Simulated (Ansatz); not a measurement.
**Zinc, hcp: convergence with Methfessel-Paxton smearing**

Computed with Ansatz, PBE, scalar-relativistic PAW, on the relaxed cell (a = 2.656 Å, c = 4.962 Å (c/a = 1.869); spin not included). Errors count from a run at 420 eV on a Γ-centred 22×22×11 mesh with Fermi-Dirac smearing of 0.1 eV, extrapolated to zero width. Fixed here: cutoff 420 eV, mesh 14×14×7. The SCF starts from atomic densities corrected by a trained network.

```csv
width (eV),E(σ→0) error (meV/atom),F error (meV/atom),P (GPa),SCF iterations
0.01,5.9,5.9,0.10,6
0.03,5.9,5.9,0.09,6
0.1,5.7,5.6,0.07,6
0.2,5.3,5.2,0.10,6
0.3,5.1,4.9,0.09,5
0.6,4.5,4.1,0.10,6
1.0,3.1,5.2,0.11,5
```
